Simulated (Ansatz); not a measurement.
H₂S₄, relaxed as a singlet with RKS PBE0-D4/def2-SVP in Ansatz, starting from the GFN2-xTB geometry. Force threshold 0.02 eV/Å.

Start:

```xyz
6

S    -2.177    0.914    0.398
S    -0.501    0.201    1.335
S     0.179   -1.421    0.271
S     1.473   -0.724   -1.162
H    -1.571    1.799   -0.405
H     2.597   -0.770   -0.437
```

(1) Estimate the energy that the relaxation releases and the steps that it takes.

(2) Does the start keep its bonding and symmetry?

(3) Predict the relaxed structure.

## Answers

(1) 2.7 kJ/mol, in 9 steps; 20 s on 4 threads of Intel Xeon on a shared host. No frequencies were taken in this run, so the end may be a saddle point.

(2) By distances, no bond broke or formed. The bond that changes most is S1–S2, from 2.05 to 2.07 Å (atoms count from 1).

(3) 
```xyz
6

S    -2.123    0.920    0.349
S    -0.522    0.141    1.404
S     0.163   -1.488    0.323
S     1.372   -0.719   -1.176
H    -1.406    1.754   -0.444
H     2.516   -0.607   -0.457
```
Bond lengths: 3 × S–S 2.07 Å; 2 × H–S 1.36 Å.
